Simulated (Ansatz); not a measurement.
**BNH4 (SMILES BN): the energy, rung by rung**

The species is BNH4 (6 atoms), meant as a singlet with charge 0. SMILES: `BN`. The coordinates come from a PBE0-D4/def2-TZVP relaxation.

```xyz
6

B    -0.1282   -0.6796   -0.0256
N     0.1461    0.6774    0.0108
H     0.2258   -1.3680    0.8875
H    -0.7120   -1.1287   -0.9692
H    -0.1216    1.3137   -0.7208
H     0.6320    1.1214    0.7713
```

Quantity: the energy change with the B1–H3 bond stretched from 1.197 to 2.394 Å, in eV. The values are calculated.

| level | kind | program | value (eV) | CPU time (all runs) |
| --- | --- | --- | --- | --- |
| HF/STO-3G (restricted) | Hartree–Fock | Ansatz | 7.50 | 0.13 s |
| BLYP/STO-3G (restricted) | GGA | Ansatz | 5.33 | 1.7 s |
| PBE/STO-3G (restricted) | GGA | Ansatz | 5.48 | 1.7 s |
| r2SCAN/STO-3G (restricted) | meta-GGA | Ansatz | 5.81 | 3.7 s |
| B3LYP/STO-3G (restricted) | global hybrid | Ansatz | 5.84 | 1.8 s |
| CAM-B3LYP/STO-3G (restricted) | range-separated hybrid | Ansatz | 6.22 | 1.7 s |
| wB97X/STO-3G (restricted) | range-separated hybrid | Ansatz | 6.35 | 7.1 s |
| B2PLYP/STO-3G (restricted) | double hybrid | Ansatz | 5.97 | 2.1 s |
| RPA@PBE/STO-3G (restricted) | RPA | Ansatz | 5.32 | 2.4 s |
| CCSDTQ/STO-3G (restricted) | coupled cluster or CI | Ansatz | 4.92 | 5.1 s |

The first shape isn't each level's own minimum. The values span 4.92 to 7.50 eV. All rows use very small basis sets, so even the best lies far from the true value. CPU times are rough (shared hosts, several kinds of processor): they show what a rung costs within a factor of a few.
